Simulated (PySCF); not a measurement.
Consider isopropoxy, `CC(C)[O]` (C3H7O•, doublet). Coordinates in Å; atoms count from 1 in this order:
```
C    -1.1941   -0.5043    0.1393
C    -0.1238    0.5545   -0.1193
C     1.3042    0.0152   -0.0584
O    -0.3002    1.6816    0.6197
H    -1.0824   -0.9103    1.1565
H    -1.1081   -1.3387   -0.5723
H    -2.1977   -0.0654    0.0526
H    -0.2879    0.9510   -1.1572
H     1.5177   -0.3687    0.9511
H     1.4481   -0.8083   -0.7734
H     2.0273    0.8115   -0.2837
```

Level of theory: ωB97X-D3(BJ)/ma-def2-TZVP single points in PySCF, grid level 2; every species was optimised with PBE0-D3(BJ)/ma-def2-SVP. Zero-point and thermal terms (298.15 K, 1 bar) come from unscaled PBE0-D3(BJ)/ma-def2-SVP harmonic frequencies, with soft modes damped to free rotors in the entropy.

(1) What are the vertical and the adiabatic electron affinity for forming the singlet anion?

(2) What reduction potential follows in THF (IEF-PCM), given that Fc+/Fc comes at 4.74 V absolute with this functional and basis?

Answers

(1) 1.47 eV vertical and 1.69 eV adiabatic, the latter with zero-point energy.

(2) In the gas phase −ΔG of reduction is 1.669 eV, and solvation is -12.9 kJ/mol for the parent and -245.1 kJ/mol for the product, so the absolute potential is 4.07 V, or -0.67 V against Fc+/Fc. Fc+/Fc in THF, 4.74 V, is ωB97X-D3(BJ)/ma-def2-TZVP on PBE0-D3(BJ)/def2-SVP structures with GFN2-xTB thermal terms. Benchmark calculations put it near 5.0 V in acetonitrile and DMSO, so it is about 0.3 V low, and the value against it can read up to that much too high. The solvent is electrostatics only, on gas-phase structures; the absolute scale refers to an electron at rest in vacuum.
